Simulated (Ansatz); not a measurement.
# SiH− (triplet): from Hartree-Fock to the top rungs at distance Si1–H2 = 1.682 Å, aug-cc-pVDZ

Aim: climb from Hartree-Fock through coupled cluster and multireference methods for SiH− (triplet) at one geometry and basis, and see what each rung misses.

Computed with Ansatz 0.2.0, Gaussian basis. Level: aug-cc-pVDZ, core rule «outside noble gas», up to 5 orbitals frozen.

To be run: UHF; CCSD(T) on ROHF; CCSD(T) on UHF; BCCD(T) on ROHF; CISD as a restricted active space (open shells left free, so some higher excitations enter); CCSDT(Q) on ROHF; CCSDT(Q) on UHF; CASSCF and MRCISD+Q, 4 electrons in 4 orbitals; CASSCF and NEVPT2, 4 electrons in 4 orbitals; CASSCF and MRCISD+Q, 6 electrons in 5 orbitals; CASSCF and NEVPT2, 6 electrons in 5 orbitals; Full CI.

13 further runs of the same task are left out: 1 for a known fault of the program, 8 that didn't finish, 4 set aside as unsound or not needed. Runs told in other sessions of the task aren't counted.

**1. What is computed**

The geometry derives from a PBE0/def2-TZVPD stationary point (not a proven minimum). One bond is set to the value named and the two fragments are kept rigid.

2 atoms, charge -1, spin multiplicity 3.

Atoms are counted from 1 here; the program's logs count them from 0.

Bond lengths: Si1–H2 1.682 Å.

**2. UHF**

in.yaml

```yaml
crystal:
  periodic: [false, false, false]
  atoms:
    - {symbol: Si, position_ang: [0.000000, 0.000000, 0.000000]}
    - {symbol: H, position_ang: [0.000000, 0.000000, 1.682000]}
basis:
  gaussian: {orbitals: aug-cc-pVDZ}
total_charge: -1
magnetization: {spin_polarized: true, initial_magnetization: 2}
hamiltonian: {xc: hf}
output: {orbitals: {seedname: orbitals}}
```

Launch:

```sh
$ ansatz run in.yaml --threads 1 --pin off --events-out ev --progress --plain --max-ram 2393MiB
```

After this run come: CCSD(T) on ROHF; CCSD(T) on UHF; BCCD(T) on ROHF; CISD as a restricted active space (open shells left free, so some higher excitations enter); CCSDT(Q) on ROHF; CCSDT(Q) on UHF; CASSCF and MRCISD+Q, 4 electrons in 4 orbitals; CASSCF and NEVPT2, 4 electrons in 4 orbitals; CASSCF and MRCISD+Q, 6 electrons in 5 orbitals; CASSCF and NEVPT2, 6 electrons in 5 orbitals; Full CI.

Before running them: what should the planned runs give, taken together? Wanted: FCI from the RHF energy; RMP2 from FCI; UMP2 from FCI; RCCSD from FCI; RCCSD(T) from FCI; UCCSD(T) from FCI; RCCSDT(Q) from FCI; UCCSDT(Q) from FCI; NEVPT2 pair from FCI.

**Answer**, as computed:

```
                         quantity                                                                                               value
          FCI from the ROHF energy                                                                                          -3.1604 eV
                    RMP2 from FCI                                                                                          +747.1 meV
                    UMP2 from FCI                                                                                          +777.6 meV
                   RCCSD from FCI                                                                                          +129.3 meV
                RCCSD(T) from FCI                                                                                           +30.8 meV
                UCCSD(T) from FCI                                                                                           +30.7 meV
               RCCSDT(Q) from FCI                                                                                            +1.1 meV
               UCCSDT(Q) from FCI                                                                                            +0.9 meV
             NEVPT2 pair from FCI                                                                                          +735.8 meV
           MRCISD+Q pair from FCI                                                                                           -17.2 meV
          NEVPT2 valence from FCI                                                                                          +767.0 meV
levels within 1 kcal/mol (43 meV)  RCCSD(T), UCCSD(T), BCCD(T), RCCSDT, UCCSDT, RCCSDT(Q), UCCSDT(Q), MRCISD+Q pair, MRCISD+Q valence
                    T1 diagnostic                                                                                               0.023
   effectively unpaired electrons                                                                                                2.06
```

What this shows: RCCSD(T) misses by +30.8 meV, 1.0 % of the correlation energy. MRCISD+Q pair, MRCISD+Q valence fall below full CI: the +Q correction isn't variational, and the cores differ from full CI's. One determinant dominates. Of the multireference levels listed MRCISD+Q valence comes nearest in total energy (-10.1 meV), which doesn't show that its space is the better one. These misses are within one basis, not against nature; the frozen cores of restricted and unrestricted runs differ, which can shift their rows.

Levels on UHF freeze UHF's core orbitals, full CI those of ROHF, so the U rows can settle a little off it for that reason alone.

With open shells the CI space here admits some higher excitations, so it is larger than plain CISD.
